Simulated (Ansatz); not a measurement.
This geometry of C2H5B (8 atoms, charge 0, multiplicity 1) is a first-order saddle point.

All numbers below come from RKS revPBE/6-31G (Ansatz 0.2.0).

```xyz
8
Properties=species:S:1:pos:R:3
B -0.892 0.833 -0.528
C 0.119 0.120 0.414
C 0.866 -0.991 0.203
H -2.074 0.575 -0.503
H -0.535 1.725 -1.266
H 0.230 0.619 1.398
H 0.826 -1.555 -0.736
H 1.552 -1.384 0.962
```

Question: Which two structures does it join? (They come from a converged band through this point; their orientation in space is the band's.)

Answer: No bond is made or broken. The dihedral H4–B1–C2–C3 goes from 0 to 180°. The two ends are copies of one structure, up to a mirror image or an exchange of like atoms.

First end point:

```xyz
8
Properties=species:S:1:pos:R:3
B -0.630 0.894 -0.706
C 0.318 0.273 0.353
C 0.470 -1.079 0.477
H -1.254 0.167 -1.445
H -0.764 2.089 -0.815
H 0.895 0.914 1.036
H -0.078 -1.771 -0.174
H 1.135 -1.544 1.218
```

Last end point:

```xyz
8
Properties=species:S:1:pos:R:3
B -0.633 0.895 -0.702
C 0.317 0.271 0.353
C 0.473 -1.081 0.474
H -0.770 2.090 -0.804
H -1.254 0.171 -1.447
H 0.893 0.912 1.038
H -0.072 -1.772 -0.181
H 1.137 -1.544 1.215
```

Question: How far does it lie above each of them?

Answer: 30.4 kJ/mol above the first and 30.4 kJ/mol above the second. This is the barrier of this one path; another mechanism may lie lower. Limits of this set-up: no polarisation functions.

Time of the run: 58 s on 1 thread of Arm Neoverse N1, with other jobs on the host, peak memory 0.099 GiB.
